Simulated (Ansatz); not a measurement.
**Silver, fcc: convergence with Fermi-Dirac smearing**

Computed with Ansatz, LDA, scalar-relativistic PAW, on the relaxed cell (a = 3.999 Å; spin not included). Errors count from a run at 420 eV on a Γ-centred 22×22×22 mesh with Fermi-Dirac smearing of 0.1 eV, extrapolated to zero width. Fixed here: cutoff 420 eV, mesh 13×13×13. The SCF starts from atomic densities corrected by a trained network.

```
width (eV)  E(σ→0) error (meV/atom)  F error (meV/atom)  P (GPa)  SCF iterations
      0.01                      1.3                 1.3    -0.09               6
      0.03                      1.4                 0.9    -0.06               6
       0.1                      1.1                -3.2     0.01               6
       0.3                      0.6               -36.3     0.36               6
       0.6                     17.7              -154.7     1.26               6
       1.0                    121.0              -519.2     4.86               6
```

**Question.** What does the run at 0.2 give (width)?

**Answer.** E(σ→0) error (meV/atom): 0.7; F error (meV/atom): -15.8; P (GPa): 0.18; SCF iterations: 6.
